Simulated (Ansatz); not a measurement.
# LiC+ (singlet): from Hartree-Fock to the top rungs at distance C1–Li2 = 2.292 Å, aug-cc-pVTZ

Aim: climb from Hartree-Fock through coupled cluster for LiC+ (singlet) at one geometry and basis, and see what each rung misses.

Method: aug-cc-pVTZ, core rule «outside noble gas», up to 2 orbitals frozen; program: Ansatz 0.2.0, Gaussian basis.

The runs, in order: UHF; CCSD(T) on RHF; CCSD(T) on UHF; BCCD(T) on RHF; CCSDT(Q) on RHF; CCSDT(Q) on UHF; Full CI.

43 further runs of the same task are left out: 19 for a known fault of the program, 12 that didn't finish, 12 set aside as unsound or not needed. Runs told in other sessions of the task aren't counted.

## (1) What is computed

The geometry derives from a PBE0/def2-TZVP stationary point (not a proven minimum). One bond is set to the value named and the two fragments are kept rigid.

2 atoms, charge 1, spin multiplicity 1.

Atoms are counted from 1 here; the program's logs count them from 0.

Bond lengths: C1–Li2 2.292 Å.

## (2) UHF

Input file in.yaml:

```yaml
crystal:
  periodic: [false, false, false]
  atoms:
    - {symbol: C, position_ang: [0.000000, 0.000000, 0.000000]}
    - {symbol: Li, position_ang: [0.000000, 0.000000, 2.292400]}
basis:
  gaussian: {orbitals: aug-cc-pVTZ}
total_charge: 1
magnetization: {spin_polarized: true, initial_magnetization: 0}
hamiltonian: {xc: hf}
output: {orbitals: {seedname: orbitals}}
```

Command:

```
$ ansatz run in.yaml --threads 1 --pin off --events-out ev --progress --plain --max-ram 2393MiB
```

After this run come: CCSD(T) on RHF; CCSD(T) on UHF; BCCD(T) on RHF; CCSDT(Q) on RHF; CCSDT(Q) on UHF; Full CI.

**Question.** What will the summary of the whole plan be? Wanted: FCI from the RHF energy; RMP2 from FCI; RCCSD from FCI; RCCSD(T) from FCI; RCCSDT(Q) from FCI; T1 diagnostic; effectively unpaired electrons.

**Answer**, as computed:

| quantity | value |
| --- | --- |
| FCI from the RHF energy | -3.3368 eV |
| RMP2 from FCI | +22.99 kcal/mol |
| RCCSD from FCI | +3.37 kcal/mol |
| RCCSD(T) from FCI | +1.22 kcal/mol |
| RCCSDT(Q) from FCI | +0.34 kcal/mol |
| levels within 1 kcal/mol (43 meV) | RCCSDT, RCCSDT(Q) |
| T1 diagnostic | 0.008 |
| effectively unpaired electrons | 0.42 |

RCCSD(T) lands +1.22 kcal/mol from the yardstick (1.6 % of the correlation energy). The occupations show static correlation (0.42 effectively unpaired electrons where one determinant has 0). These misses are within one basis, not against nature.

The restricted and unrestricted ladders end 1.00 eV apart at CCSDT(Q), which points to two states or an unsound top rung; rows of one don't measure the error of the other.
